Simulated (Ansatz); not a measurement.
in.yaml

```yaml
crystal:
  periodic: [false, false, false]
  atoms:
    - {symbol: C, position_ang: [0.000003, -0.348010, 1.352512]}
    - {symbol: Al, position_ang: [0.000047, -0.058293, -0.574392]}
    - {symbol: S, position_ang: [0.000005, -0.161660, -2.745934]}
    - {symbol: H, position_ang: [-0.000054, 0.567962, 1.967815]}
basis:
  gaussian: {orbitals: 6-31G, point_charges: [{charge: 0.50, position_ang: [4.349, 0.254, -0.260]}]}
magnetization: {spin_polarized: true, initial_magnetization: 0}
correlation: {method: ccsd_t, electrons: all}
```

```sh
$ ansatz run in.yaml --threads 1 --pin off --events-out ev --progress --plain --max-ram 2393MiB
```

(1) Roughly how long does this take on 1 thread of Arm Neoverse V1, shared host, and how much host memory?

```
437 factors; integrals over basis functions are off by at most 2.8e-4 eV
mean field evaluation 1: about -18437.0497 eV, gradient 1.8e1 eV
mean field evaluation 2: about -18437.0522 eV, gradient 1.8e1 eV
mean field evaluation 4: about -18440.2562 eV, gradient 1.9e0 eV
mean field evaluation 8: about -18440.3493 eV, gradient 6.3e-3 eV
mean field evaluation 16: about -18441.2423 eV, gradient 1.5e0 eV
mean field evaluation 32: about -18440.3484 eV, gradient 8.4e-2 eV
mean field evaluation 64: about -18440.7534 eV, gradient 3.3e0 eV
mean field evaluation 96: about -18441.1025 eV, gradient 2.3e-2 eV
mean field evaluation 128: about -18440.8454 eV, gradient 1.8e0 eV
mean field evaluation 160: about -18440.2986 eV, gradient 5.8e-1 eV
mean field evaluation 192: about -18440.3924 eV, gradient 1.5e-4 eV
mean field evaluation 224: about -18441.3137 eV, gradient 5.2e-3 eV
mean field evaluation 256: about -18441.1025 eV, gradient 9.2e-5 eV
mean field evaluation 288: about -18440.8850 eV, gradient 6.7e-1 eV
mean field evaluation 320: about -18438.1540 eV, gradient 4.4e0 eV
mean field evaluation 352: about -18439.8880 eV, gradient 2.3e0 eV
mean field evaluation 384: about -18438.9307 eV, gradient 9.4e-2 eV
mean field evaluation 416: about -18438.9458 eV, gradient 8.3e-2 eV
mean field evaluation 448: about -18439.8203 eV, gradient 3.8e0 eV
mean field evaluation 480: about -18438.3068 eV, gradient 2.8e0 eV
mean field evaluation 512: about -18440.2104 eV, gradient 2.6e0 eV
mean field evaluation 544: about -18441.1516 eV, gradient 4.7e-2 eV
mean field -18441.31375310 eV, -677.7057804551 hartree, gradient 3.0e-6 eV, S^2 0.978136; 19 other end points of the search recorded, 0 dependent functions left out
determinant -18441.31375310 eV, -677.7057804551 hartree, with singles and doubles -18446.25485210 eV, -677.8873624942 hartree
determinant -18441.15952829 eV, -677.7001127978 hartree, with singles and doubles -18446.17862634 eV, -677.8845612490 hartree
determinant -18441.10253992 eV, -677.6980185138 hartree, with singles and doubles -18445.30738656 eV, -677.8525437775 hartree
determinant -18440.97087951 eV, -677.6931800831 hartree, with singles and doubles -18445.28994909 eV, -677.8519029625 hartree
determinant -18440.46080218 eV, -677.6744350870 hartree, with singles and doubles -18445.71616808 eV, -677.8675662216 hartree
determinant -18440.39242983 eV, -677.6719224493 hartree, with singles and doubles -18445.35612644 eV, -677.8543349354 hartree
determinant -18439.17584190 eV, -677.6272136674 hartree, with singles and doubles -18443.09903523 eV, -677.7713883632 hartree
determinant -18441.31375310 eV, -677.7057804551 hartree, with singles and doubles -18446.44667112 eV, -677.8944117130 hartree
determinant -18441.15952829 eV, -677.7001127978 hartree, with singles and doubles -18446.39899544 eV, -677.8926596642 hartree
determinant -18440.46080218 eV, -677.6744350870 hartree, with singles and doubles -18446.24038396 eV, -677.8868307998 hartree
determinant -18440.34929038 eV, -677.6703371036 hartree, with singles and doubles -18445.66472593 eV, -677.8656757571 hartree
reference -18441.31375310 eV, -677.7057804551 hartree; 18, 18 occupied and 19, 19 virtual orbitals, 437 factors
second order -4.12579909 eV of doubles, -0.00000000 eV of singles
cycle   1  -5.13291794 eV  change    8.0e-8 eV  update   4.9e-6
perturbative correction -0.38932759 eV, -0.0143075252 hartree
WARN: the results are in doubt because among natural orbitals full CI differs from the method by +1.041 eV
Total energy: -18446.83599863 eV, -677.9087192353 hartree
In doubt: among natural orbitals full CI differs from the method by +1.041 eV
```

Results:

(1) 29 s wall and 0.15 GiB.
